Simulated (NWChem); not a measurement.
# NF3 (nitrogen trifluoride) at 6 levels

We compute a comparison of 6 runs (HF/STO-3G, HF/3-21G, HF/cc-pVTZ, CCSD(T)/3-21G, CCSD(T)/6-31G, CCSD(T)/6-31G**) of NF3 (nitrogen trifluoride). 

The results are computed with NWChem 7.3.0.

## (1) The system as given

The species is NF3 (4 atoms), meant as a singlet with charge 0. SMILES: `FN(F)F`. The shape is that of a PBE0-D4/def2-TZVP optimisation.

Bond lengths: F1–N2 1.360 Å, N2–F3 1.360 Å, N2–F4 1.360 Å. Angles: F1–N2–F3 102.1°, F1–N2–F4 102.1°, F3–N2–F4 102.1°.

## (2) Energy and forces at HF/STO-3G (run 1)

Contents of a.nw:

```
start a
title "F3N"
memory total 2200 mb

geometry noautosym nocenter noautoz
F      0.614010     0.000340     1.066930
N      0.353420    -0.074150    -0.266250
F     -0.636280    -1.006490    -0.312240
F     -0.331150     1.080310    -0.488440
end

basis spherical bse
F library STO-3G
N library STO-3G
end

scf
thresh 1e-08
maxiter 80
noprint "final vectors analysis"
end

task scf gradient
```

On the command line:

```sh
$ nwchem a.nw > a.out
```

What it wrote:

```text
[...]
  functions       =    20
[...]
  wavefunction    = RHF
[...]
         Total SCF energy =   -347.752100593073
      One-electron energy =   -754.911839297114
      Two-electron energy =    272.883669397629
 Nuclear repulsion energy =    134.276069306411
        Time for solution =      0.5s
[...]
                         RHF ENERGY GRADIENTS
    atom               coordinates                        gradient
                 x          y          z           x          y          z
   1 F       1.160311   0.000643   2.016205   -0.010007  -0.001502  -0.035160
   2 N       0.667867  -0.140123  -0.503140   -0.031258   0.006590   0.023555
   3 F      -1.202395  -1.901990  -0.590048    0.024877   0.026587   0.003338
   4 F      -0.625783   2.041490  -0.923018    0.016388  -0.031675   0.008267
[...]
```

Wall time 1.2 s (1 thread of Intel Xeon Platinum 8259CL at 2.50GHz (Skylake/Cascade Lake), shared host); peak memory 0.099 GiB.

## (3) Energy and gradient at HF/3-21G (run 2)

Contents of run.py:

```python
from ase import Atoms
from ase.calculators.nwchem import NWChem

atoms = Atoms(['F', 'N', 'F', 'F'], positions=[
    [0.614010, 0.000340, 1.066930],
    [0.353420, -0.074150, -0.266250],
    [-0.636280, -1.006490, -0.312240],
    [-0.331150, 1.080310, -0.488440],
])

calc = NWChem(
    label='mol',
    theory='scf',
    memory='2200 mb',
    basis='3-21G',
    basispar='spherical bse',
    scf={'nopen': '0', 'rhf': None, 'thresh': '1e-08', 'maxiter': '80'},
)
atoms.calc = calc

forces = atoms.get_forces()
e = atoms.get_potential_energy()
print(f"E = {e:.6f} eV")
print("forces (eV/A):")
for s, f in zip(atoms.symbols, forces):
    print(f"{s:2s} {f[0]:10.5f} {f[1]:10.5f} {f[2]:10.5f}")
print("dipole (e A):", atoms.get_dipole_moment().round(4))
```

On the command line:

```sh
$ export ASE_NWCHEM_COMMAND="nwchem PREFIX.nwi > PREFIX.nwo"
$ python run.py
```

What it wrote:

```text
E = -9541.084855 eV
forces (eV/A):
F     0.49129    0.09117    1.93316
N     1.83186   -0.38536   -1.38027
F    -1.39081   -1.42429   -0.14352
F    -0.93233    1.71847   -0.40937
dipole (e A): [ 0.0582 -0.0122 -0.0439]
```

The calculator wrote mol.nwi:

```
title "mol"

permanent_dir mol

scratch_dir mol

start mol

geometry units angstrom nocenter noautosym noautoz
  F  6.1400999999999994e-01 3.4000000000000002e-04 1.0669299999999999e+00
  N  3.5342000000000001e-01 -7.4149999999999994e-02 -2.6624999999999999e-01
  F  -6.3627999999999996e-01 -1.0064900000000001e+00 -3.1224000000000002e-01
  F  -3.3115000000000000e-01 1.0803100000000001e+00 -4.8843999999999999e-01
end

memory 2200 mb

basis spherical bse noprint
   * library 3-21G
end

scf
  nopen 0
  rhf
  thresh 1e-08
  maxiter 80
end

task scf gradient
```

mol.nwo:

```text
Northwest Computational Chemistry Package (NWChem) 7.3.0
             --------------------------------------------------------

           Job information
           ---------------

    nwchem branch   = 7.3.0
    use scalapack   = T
    input           = mol.nwi
    prefix          = mol.
    data base       = mol/mol.db
    status          = startup
    nproc           =        1

           Memory information
           ------------------

[... 5 lines left out ...]
    hardfail = no
[... 118 lines left out ...]
         Quadratically convergent ROHF
[... 15 lines left out ...]
       Final RHF  results
[... 4 lines left out ...]
      Two-electron energy =    270.231706896876
[... 36 lines left out ...]
                       ROHF Final Molecular Orbital Analysis
[... 197 lines left out ...]
                 ----------------------------------------
                 |  Time  |  1-e(secs)   |  2-e(secs)   |
                 ----------------------------------------
                 |  CPU   |       0.00   |       0.11   |
                 ----------------------------------------
                 |  WALL  |       0.00   |       0.11   |
                 ----------------------------------------

 Task  times  cpu:        1.0s     wall:        1.0s
 Total times  cpu:        1.1s     wall:        1.1s
```

Wall time 2.3 s (1 thread of Intel Xeon Platinum 8259CL at 2.50GHz (Skylake/Cascade Lake), shared host); peak memory 0.1 GiB.

## (4) Energy and gradient at HF/cc-pVTZ (run 3)

Contents of f3n.nw:

```
start f3n
memory 2200 mb

geometry units atomic noautosym nocenter noautoz
  F    1.16031074   0.00064251   2.01620549
  N    0.66786701  -0.14012319  -0.50313958
  F   -1.20239494  -1.90199045  -0.59004809
  F   -0.62578281   2.04149003  -0.92301783
end

basis spherical bse
  F library cc-pVTZ
  N library cc-pVTZ
end

scf
  thresh 1e-08
  maxiter 80
  print low
end

task scf gradient
```

On the command line:

```sh
$ nwchem f3n.nw > f3n.out
```

What it wrote:

```text
[...]
  functions       =   120
[...]
  wavefunction    = RHF
[...]
         Total SCF energy =   -352.678330393696
      One-electron energy =   -758.039604777976
      Two-electron energy =    271.085214822861
 Nuclear repulsion energy =    134.276059561419
        Time for solution =     51.3s
[...]
                         RHF ENERGY GRADIENTS
    atom               coordinates                        gradient
                 x          y          z           x          y          z
   1 F       1.160311   0.000643   2.016205    0.007963   0.002096   0.038552
   2 N       0.667867  -0.140123  -0.503140    0.040067  -0.008396  -0.030180
   3 F      -1.202395  -1.901990  -0.590048   -0.028465  -0.027240  -0.001624
   4 F      -0.625783   2.041490  -0.923018   -0.019565   0.033540  -0.006748
 Task  times  cpu:       63.2s     wall:       63.2s
 Total times  cpu:       63.2s     wall:       63.2s
```

Run time: 64 s. Hardware: 1 thread of Intel Xeon Platinum 8259CL at 2.50GHz (Skylake/Cascade Lake), shared host; peak memory 0.12 GiB.

Runs 4 to 5 aren't shown in full; the table further down has their settings and results.

## (5) The energy at CCSD(T)/6-31G(d,p) (spherical functions) (run 6)

Contents of input.nw:

```
start input
memory 2200 mb
charge 0

geometry noautosym nocenter noautoz
F        0.614010       0.000340       1.066930
N        0.353420      -0.074150      -0.266250
F       -0.636280      -1.006490      -0.312240
F       -0.331150       1.080310      -0.488440
end

basis spherical bse
* library 6-31G**
end

scf
thresh 1e-08
maxiter 80
end

ccsd
freeze core 4
maxiter 60
end

task ccsd(t) energy
```

On the command line:

```sh
$ nwchem input.nw > input.out
```

What it wrote:

```text
[...]
  functions       =    56
[...]
  wavefunction    = RHF
[...]
         Total SCF energy =   -352.532523616026
      One-electron energy =   -757.933900640099
      Two-electron energy =    271.125307717662
 Nuclear repulsion energy =    134.276069306411
        Time for solution =      6.0s
[...]
 Total MP2 energy:           -353.214977215099168
[...]
             energy      energy      error      ampl     ampl      Block
                                                time     time      time
[...]
 Total CCSD energy:           -353.224291549370093
[...]
 Total CCSD+T(CCSD) energy:           -353.245783989382915
[...]
 Total CCSD(T) energy:                -353.243328998158290
[...]
```

Run time: 44 s. Hardware: 1 thread of Intel Xeon Platinum 8259CL at 2.50GHz (Skylake/Cascade Lake), shared host; peak memory 0.15 GiB.

## (6) The series

```csv
run,level,task,module,energy (Eh),wall time
1,HF/STO-3G,gradient,scf,-347.752101,1.2 s
2,HF/3-21G,gradient,scf,-350.628404,2.3 s
3,HF/cc-pVTZ,gradient,scf,-352.678330,64 s
4,CCSD(T)/3-21G,energy,ccsd(t),-351.119888,7.8 s
5,CCSD(T)/6-31G,energy,ccsd(t),-352.922933,12 s
6,CCSD(T)/6-31G** (spherical functions),energy,ccsd(t),-353.243329,44 s
```

## (7) Results

| quantity | value |
| --- | --- |
| run 6: total energy | -353.24333 Eh |
| run 6: HOMO energy (Hartree–Fock orbitals) | -14.88 eV |
| run 6: LUMO energy (Hartree–Fock orbitals) | 7.14 eV |
| run 6: HOMO–LUMO gap (Hartree–Fock orbitals) | 22.02 eV |
| run 6: correlation energy (4 core orbitals frozen) | -710.8 mEh |
| run 6: (T) correction | -19.04 mEh |

**Reading.** In run 1 the basis is minimal, so the values are rough. All runs together took 2.2 min, the longest 64 s.
